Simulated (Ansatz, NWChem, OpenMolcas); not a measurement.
# Abstraction of Cl: C2H3ClO + CH3 → C2H3O + CH3Cl

Species: C2H3ClO (acetyl chloride) `CC(=O)Cl`, singlet; CH3 (methyl radical) `[CH3]`, doublet; C2H3O (acetyl radical) `C[C]=O`, doublet; CH3Cl (chloromethane) `CCl`, singlet. A radical takes Cl: the energy is the difference in strength between two C–Cl bonds in different surroundings.

Shapes, held fixed at every level: PBE0-D4/def2-TZVP. Programs: Ansatz 0.2.0, NWChem 7.3.0, OpenMolcas 26.06. A level may come from different programs for different species; with the same settings they agree closely. The zero-point and thermal change to 298 K, harmonic and unscaled (PBE0-D4/def2-TZVP), is +8.3 kJ/mol.

**The experiment to reproduce.** Tabulated heats of formation (Active Thermochemical Tables): C2H3ClO -241.5; CH3 +146.5; C2H3O -9.7; CH3Cl -82.6 kJ/mol, which give ΔH(298 K) = +2.7 kJ/mol.

```
                             level                    kind  ΔH (kJ/mol)  computed − measured
                       HF/def2-SVP            Hartree–Fock        +16.5                +13.8
                  SPW92/def2-TZVPP                     LDA         +2.9                 +0.2
B3LYP/6-31G* (spherical functions)           global hybrid         -2.3                 -5.0
                PBE0-D4/def2-TZVPP           global hybrid         +7.1                 +4.4
                wB97M-V/def2-TZVPP  range-separated hybrid         +1.7                 -1.0
                wB97X-V/def2-TZVPP  range-separated hybrid         -3.6                 -6.2
                   CCSD/def2-TZVPP   coupled cluster or CI         +2.9                 +0.2
              CCSD(T)/CBS estimate   coupled cluster or CI         +2.6                 -0.1
```

Nearest: CCSD(T)/CBS estimate (-0.1); farthest: HF/def2-SVP (+13.8). 7 of 8 levels lie within 10 kJ/mol. Open shells run unrestricted unless RO is named. The CBS estimate extrapolates MP2 from def2-TZVPP and def2-QZVPP and adds CCSD(T) − MP2 in the triple-zeta set, cores frozen.
